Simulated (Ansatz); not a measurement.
**SiH3O− (SMILES [O-][SiH3]): the energy, rung by rung**

SiH3O−: 5 atoms, total charge -1, spin state singlet. As SMILES, `[O-][SiH3]`. Geometry: relaxed at GFN2-xTB.

```xyz
5

O    -1.4442    0.2714    0.7001
Si   -0.0827    0.0156    0.0398
H    -0.1044   -0.2474   -1.4526
H     0.6978   -1.1746    0.5614
H     0.9335    1.1350    0.1513
```

Each level gives the energy change with the Si2–H4 bond stretched from 1.516 to 3.032 Å (eV). The values are calculated.

```tsv
level	kind	program	value (eV)	less FCI/STO-3G	CPU time (all runs)
SVWN5/STO-3G (restricted)	LDA	Ansatz	3.56	-0.18	1.2 s
PBE/STO-3G (restricted)	GGA	Ansatz	3.29	-0.45	1.8 s
B3LYP/STO-3G (restricted)	global hybrid	Ansatz	3.74	0.00	2 s
CAM-B3LYP/STO-3G (restricted)	range-separated hybrid	Ansatz	4.29	+0.55	2.2 s
B2PLYP/STO-3G (restricted)	double hybrid	Ansatz	3.78	+0.04	2.4 s
RPA@PBE/STO-3G (restricted)	RPA	Ansatz	2.92	-0.82	2.8 s
MP2/STO-3G (restricted)	perturbation theory	Ansatz	4.06	+0.32	0.21 s
CCSDTQ/STO-3G (restricted)	coupled cluster or CI	Ansatz	3.74	0.00	6.2 s
FCI/STO-3G	exact in the basis	Ansatz	3.74	0.00	1.1 s
```

FCI/STO-3G is exact within its basis and frozen core, so for wave-function methods in that basis the difference is their error; functionals converge differently with the basis, so for them it is only a difference. Sets without diffuse functions describe the anion poorly. The first shape isn't each level's own minimum. The values span 2.92 to 4.29 eV. All rows use very small basis sets, so none should be taken for the real molecule's value. Times are those of the runs behind each value, whatever else they computed, on shared processors of several kinds: orders of magnitude only.
